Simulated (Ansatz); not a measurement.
**La (model structure, started from the diamond type, Fd-3m, No. 227, 2 atoms in the cell)**

Calculation: PBEsol (plane waves, PAW; Ansatz, a quantum-chemistry and plane-wave program).

Settings: plane-wave cutoff 500 eV, 18×18×18 k mesh, Fermi–Dirac smearing 0.1 eV, scalar-relativistic PAW data made under PBE.

Cell (relaxed at this level):

Space group Fd-3m, origin choice 1 (No. 227); a = 6.5685 Å, b = 6.5685 Å, c = 6.5685 Å, α = 90.00°, β = 90.00°, γ = 90.00°

```tsv
atom	site	symmetry	x	y	z
La	8a	-43m	0.0000	0.0000	0.0000
```
(The calculation used a cell of 2 atoms; values per cell refer to that cell.)

```
Item      Value
--------  -----
band gap   none
```

Note: the relaxation could raise the start's symmetry but not lower it, so the cell can be a saddle point.

Spin–orbit coupling is not included.

Computed values are for the static lattice.

Cost on a shared machine: about 80 core-seconds (a rough figure).

A model structure was made by putting elements into a prototype or built by hand; it is no filed structure, need not be a known phase, and can be a saddle point held by its symmetry.
